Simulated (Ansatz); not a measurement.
A made-up structure of CH$_{4}$NSi, doublet:

N1  (-0.278, -1.506, 0.057)
C2  (-0.275, -0.328, -0.431)
Si3  (0.821, 0.980, 0.316)
H4  (-0.902, -2.126, -0.464)
H5  (2.046, 1.632, 0.017)
H6  (0.279, 2.351, 0.130)
H7  (1.223, 0.682, 1.711)
(Å)

It is relaxed with PBE-D4/def2-SVP and then PBE0-D4/def2-TZVP (Ansatz 0.2.0). Atoms count as bonded within 1.22 times the sum of their covalent radii (H–H: 0.88 Å). The end point is not checked to be a true minimum.

**Question.** Does its bonding change? (A judgement: the text doesn't fix the answer.)

**Answer.** By the calculation: No: no bond forms or breaks.

Where it ends: The first stage lowers the energy by 1.04 eV in 8 steps. It ends as CH₄NSi ([NH][C][SiH3]):
| atom | x (Å) | y (Å) | z (Å) |
| --- | --- | --- | --- |
| N1 | -0.4083 | -1.4591 | 0.0256 |
| C2 | 0.0028 | -0.3572 | -0.3179 |
| Si3 | 0.8777 | 1.0908 | 0.4538 |
| H4 | -0.8718 | -2.0573 | -0.6642 |
| H5 | 2.1264 | 1.2777 | -0.3237 |
| H6 | -0.0144 | 2.2595 | 0.2615 |
| H7 | 1.2001 | 0.9317 | 1.9001 |

Labels in which every atom is bracketed show which atoms are joined, not bond orders.

For scale, one of the runs: PBE0-D4/def2-TZVP relaxation, 123 basis functions, launched by `ansatz run in.yaml --threads 2 --pin off --events-out ev --progress --plain --max-ram 4352MiB`. Hardware: 2 CPU threads of an Arm Neoverse V1, shared host. Wall time about 22 s.
